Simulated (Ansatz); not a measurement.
doublet HS₂: levels of theory in one basis

```xyz
3

H     0.0060    0.1971   -1.1966
S    -0.0132   -0.6926   -0.2047
S    -0.0230    0.5787    1.3452
```

Basis set: def2-SVP (spherical functions). Correlated methods keep 10 orbitals frozen. Correlation on ROHF uses semicanonical orbitals with singles. Charge 0, multiplicity 2.

Computed with Ansatz (development build ahead of 0.2.0); each method stands on the lowest determinant of its kind that the runs found.

```
  method  E − E(ROHF) (eV)  <S²> of the determinant
    ROHF              0.00                     0.75
     UHF             -0.12                     0.76
ROHF-MP2             -6.64                        –
 UHF-MP2             -6.62                     0.76
```

Problem. What does ROHF-CCSD(T) give on the same scale?

Solution. -7.74 eV.
